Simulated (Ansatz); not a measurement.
**SiHO2 (quartet): wave-function methods side by side, def2-TZVPP**

One table from this session's results is given with a row withheld; the runs are named, their logs left out.

Computed with Ansatz 0.2.0, Gaussian basis. Level: def2-TZVPP, core rule «outside noble gas», up to 7 orbitals frozen.

To be run: UHF; ROHF; CCSD(T) on UHF.

## The geometry

The geometry is a PBE0/def2-TZVP stationary point (not a proven minimum).

4 atoms, charge 0, spin multiplicity 4.

Atoms are counted from 1 here; the program's logs count them from 0.

Bond lengths: Si1–O2 1.675 Å, Si1–O3 1.675 Å, Si1–H4 1.518 Å. Angles: O2–Si1–O3 108.7°, O2–Si1–H4 103.2°, O3–Si1–H4 103.2°.

Coordinates:

| atom | x (Å) | y (Å) | z (Å) |
| --- | --- | --- | --- |
| Si1 | -0.13147 | -0.48477 | 0.00000 |
| O2 | 0.08069 | 0.46863 | -1.36058 |
| O3 | 0.08069 | 0.46863 | 1.36058 |
| H4 | 1.10173 | -1.36964 | 0.00000 |

The first run:

Input file in.yaml:

```yaml
crystal:
  periodic: [false, false, false]
  atoms:
    - {symbol: Si, position_ang: [-0.131469, -0.484771, 0.000000]}
    - {symbol: O, position_ang: [0.080687, 0.468628, -1.360578]}
    - {symbol: O, position_ang: [0.080687, 0.468628, 1.360578]}
    - {symbol: H, position_ang: [1.101729, -1.369640, 0.000000]}
basis:
  gaussian: {orbitals: def2-TZVPP}
magnetization: {spin_polarized: true, initial_magnetization: 3}
hamiltonian: {xc: hf}
output: {orbitals: {seedname: orbitals}}
```

On the command line:

```sh
ansatz run in.yaml --threads 1 --pin off --events-out ev --progress --plain --max-ram 4096MiB --backend cpu
```

Steps of the session up to this table: UHF; ROHF; CCSD(T) on UHF.

One of the session's tables, all rows but one given; the rest of the session is left out.

```
  method  from UCCSD(T) (meV)
    ROHF             +14252.5
     UHF             +13931.1
    UMP2                    ?
   UCCSD               +451.3
UCCSD(T)                    0
```

Q: Estimate the row for UMP2 from the others.

**Answer.** from UCCSD(T) (meV): +1437.6. In the column «from UCCSD(T) (meV)» it lies between UCCSD (+451.3) and UHF (+13931.1).

With the free atoms at the same levels and basis (separate runs), the atomisation energy is 10.365 eV at UCCSD(T), 7.430 eV at ROHF.
